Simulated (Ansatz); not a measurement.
# SiH2O (oxosilane): RPA@PBE0/def2-TZVPP

What is the energy change on altering one bond length of SiH2O (oxosilane) at RPA@PBE0/def2-TZVPP? 

The calculation is run with Ansatz 0.2.0.

50 further runs of the same task are left out: 50 set aside as unsound or not needed.

## (1) The system as given

SiH2O has 4 atoms, charge 0, and is taken as a singlet. As SMILES, `O=[SiH2]`. The shape is that of a PBE0-D4/def2-TZVP optimisation.

Bond lengths: O1–Si2 1.516 Å, Si2–H3 1.485 Å, Si2–H4 1.486 Å. Angles: O1–Si2–H3 124.0°, O1–Si2–H4 124.0°, H3–Si2–H4 111.9°.

## (2) The energy at RPA@PBE0/def2-TZVPP

in.yaml

```yaml
basis:
  gaussian:
    orbitals: def2-TZVPP
crystal:
  periodic: [false, false, false]
  atoms:
    - {symbol: O, position_ang: [-0.283200, 0.413500, 1.469500]}
    - {symbol: Si, position_ang: [-0.006700, 0.009800, 0.034900]}
    - {symbol: H, position_ang: [0.439900, -1.346000, -0.376200]}
    - {symbol: H, position_ang: [-0.150000, 0.922700, -1.128300]}
hamiltonian:
  xc: {name: PBE0}
correlation:
  method: rpa
  frozen_orbitals: {H: 0, O: 1, Si: 5}
accuracy: high
```

The run is started by

```sh
ansatz run in.yaml --threads 1 --pin off --max-ram 3480MiB --events-out events.jsonl --progress --plain --runs-dir runs
```

Output:

```text
Warning: RAYON_NUM_THREADS=1 ignored (pool sized by the plan → 1); use --threads N
Functional definition: PBE0
  name "PBE0"
  parameter a = 0.25
  parameter kappa = 0.804
  parameter beta = 0.06672455060314922
  exchange = (1 - a)*pbe_x(kappa = kappa, mu = beta*pi^2/3) + a*exact_x
  correlation = pbe_c(beta = beta)
1618 factors; integrals over basis functions are off by at most 3.1e-9 eV
mean field evaluation 1: about -9944.9619 eV, gradient 6.4e1 eV
mean field evaluation 2: about -9944.9565 eV, gradient 6.4e1 eV
mean field evaluation 4: about -9951.8837 eV, gradient 1.0e1 eV
mean field evaluation 8: about -9952.2421 eV, gradient 4.2e-1 eV
mean field evaluation 16: about -9952.2425 eV, gradient 2.4e-6 eV
mean field -9952.24245065 eV, -365.7381641893 hartree, gradient 5.8e-8 eV, S^2 0.000000; 0 other end points of the search recorded, 0 dependent functions left out
6 core orbitals not correlated: weight in the atoms' cores, before any rotation towards them, 1.000 or more for the frozen orbitals, at most 0.000 for the correlated occupied ones
reference -9931.31120126 eV, -364.9689549619 hartree; 6, 6 occupied and 89, 89 virtual orbitals, 1618 factors
Total energy: -9945.86608800 eV, -365.5038371837 hartree
```

Run time: 7.5 s. Hardware: 1 thread of Arm Neoverse V2, shared host; peak memory 0.3 GiB.

## (3) The distorted shape, same level

molecule.yaml

```yaml
crystal:
  periodic: [false, false, false]
  atoms:
    - {symbol: O, position_ang: [-0.168565, -0.316790, 2.400022]}
    - {symbol: Si, position_ang: [0.107935, -0.720490, 0.965422]}
    - {symbol: H, position_ang: [0.554535, -2.076290, 0.554322]}
    - {symbol: H, position_ang: [-0.150000, 0.922700, -1.128300]}
basis:
  gaussian: {orbitals: def2-TZVPP}
correlation: {method: rpa, frozen_orbitals: {H: 0, O: 1, Si: 5}}
magnetization: {spin_polarized: false, initial_magnetization: 0}
accuracy: high
hamiltonian: {xc: pbe0}
```

The run is started by

```sh
ansatz run molecule.yaml --threads 1 --pin off --max-ram 3480MiB --events-out events.jsonl --progress --plain --runs-dir runs
```

Output, cut to the lines that bear on the results:

```text
Warning: RAYON_NUM_THREADS=1 ignored (pool sized by the plan → 1); use --threads N
[... 2 set-up lines as earlier in the session ...]
[...]
1544 factors; integrals over basis functions are off by at most 3.4e-9 eV
[...]
mean field -9949.01345595 eV, -365.6195008225 hartree, gradient 2.0e-8 eV, S^2 0.000000; 1 other end points of the search recorded, 0 dependent functions left out; unrestricted orbitals would lower it
[...]
unrestricted determinant -9928.90454215 eV, -364.8805118708 hartree, S^2 0.8133
6 core orbitals not correlated: weight in the atoms' cores, before any rotation towards them, 1.000 or more for the frozen orbitals, at most 0.000 for the correlated occupied ones
reference -9927.29444257 eV, -364.8213418026 hartree; 6, 6 occupied and 89, 89 virtual orbitals, 1544 factors
Total energy: -9942.60042461 eV, -365.3838262679 hartree
```

Wall time 9.3 s (1 thread of Arm Neoverse V2, shared host); peak memory 0.29 GiB.

## (4) Outcome

Level: RPA@PBE0/def2-TZVPP, 6 core orbitals frozen.

| quantity | value |
| --- | --- |
| first shape: total energy | -365.50384 Eh |
| first shape: RPA correlation energy (valence) | -534.9 mEh |
| distorted shape: total energy | -365.38383 Eh |
| distorted shape: RPA correlation energy (valence) | -562.5 mEh |
| energy change with the Si2–H4 bond stretched from 1.486 to 2.674 Å | 3.266 eV |

**Reading.** One bond (distorted shape) is far stretched, which a spin-restricted single reference describes badly; a broken-symmetry solution may lie lower. With the Si2–H4 bond stretched from 1.486 to 2.674 Å the energy rises by 3.27 eV (315 kJ/mol). The first shape isn't relaxed at this level, so the change isn't measured from a minimum. A restricted reference can't describe the breaking bond well at this length. The restricted solution (distorted shape) is unstable to spin breaking: an unrestricted one lies lower.
